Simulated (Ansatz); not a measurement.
Basis-set series for `CCC(F)S`. Total charge 0; spin multiplicity 1. Geometry: relaxed with PBE0-D4/def2-TZVP. It is one conformer, not always the lowest.

```
functional       basis  functions  energy (Eh)  HOMO (eV)  LUMO (eV)
   PBE0-D4    def2-SVP        109   -615.90481      -7.25       0.91
   PBE0-D4  def2-TZVPP        264   -616.29635      -7.38       0.38
   ωB97M-V    def2-SVP        109   -616.15300      -9.49       2.90
   ωB97M-V  def2-TZVPP        264   -616.55436      -9.64       2.21
```

Task: Give the rows for def2-QZVPP. (An estimate is asked.)

Result: Ansatz gave: 
```json
{"functional": "PBE0-D4", "basis": "def2-QZVPP", "functions": "508", "energy (Eh)": "-616.32044", "HOMO (eV)": "-7.42", "LUMO (eV)": "0.20"}
{"functional": "ωB97M-V", "basis": "def2-QZVPP", "functions": "508", "energy (Eh)": "-616.57763", "HOMO (eV)": "-9.69", "LUMO (eV)": "1.74"}
```

Positive LUMOs are unbound and depend on the basis.
